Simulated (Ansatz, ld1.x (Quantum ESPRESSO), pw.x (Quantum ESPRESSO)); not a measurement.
# From atom to crystal: PAW potential for Zn (Z = 30)

```
Element                 : zinc
Generator               : ld1.x (Quantum ESPRESSO) 7.5
Type                    : PAW
Functional              : PBEsol
Relativity              : scalar-relativistic
Frozen core             : [Ar] 3d10
Valence charge          : 2
Reference configuration : 4s2 4p0
Partial waves           : 4s (bound): rcut 1.50, rcutus 1.85 bohr; 4s channel at 0.05 Ry: rcut 1.50, rcutus 1.85 bohr; 4p (bound, empty): rcut 1.85, rcutus 2.55 bohr; 4p channel at 3.5 Ry: rcut 1.85, rcutus 2.55 bohr
Local potential         : all-electron potential smoothed inside 1.50 bohr (lloc = -1)
Core correction         : a·sin(br)/r model core inside 1.65 bohr
Augmentation charge     : PSQ, inside the norm-conserving radii
```

Crystal test: fcc Zn in pw.x 7.5, no spin, 15³ k-points, Fermi–Dirac smearing 0.01 Ry, cutoffs 40/320 Ry. The reference is all-electron LAPW (Ansatz 0.2.0) with the same functional, mesh and smearing; V0 and B0 come from Birch–Murnaghan fits to the pressures at five volumes. Errors are pseudo minus all-electron; Δ is the rms difference of the E(V) curves that follow from these fits, minima aligned, over ±6 % about the mean V0. Mesh and smearing are coarse, so the numbers serve the comparison and aren't converged zero-temperature values; the lattice is a test structure that the element need not adopt.

All-electron: a0 = 3.839 Å (V0 = 14.15 Å³/atom), B0 = 87.1 GPa.

Task: How far does the potential miss the all-electron equation of state?

Result: mean pressure error (GPa): -30.03. The pressure does not cross zero within the volumes sampled, so no fit is given. This is a poor potential for the solid. The pseudo pressure rises with volume over the whole range, a mechanical instability.

```
V (Å³/atom)  P all-electron (GPa)  P pseudo (GPa)
     13.474                  4.84          -30.49
     13.828                  2.12          -30.25
     14.183                 -0.21          -29.95
     14.538                 -2.20          -29.60
     14.892                 -3.90          -29.21
```

Task: At the middle volume, how do free energy and pressure move when the wave cutoff is lowered (ecutrho held at 320 Ry)?

Result:

```
cutoff (Ry)  shift of F (meV/atom)  shift of P (GPa)
         18                   +9.8             -0.03
         24                   +2.5             -0.03
         32                   +0.6             -0.01
```

The run at the middle volume (120 k-points, 5 iterations) took about 4.8 s on one core of a shared host (Neoverse-V2, 192 threads, 742 GiB, load 70).
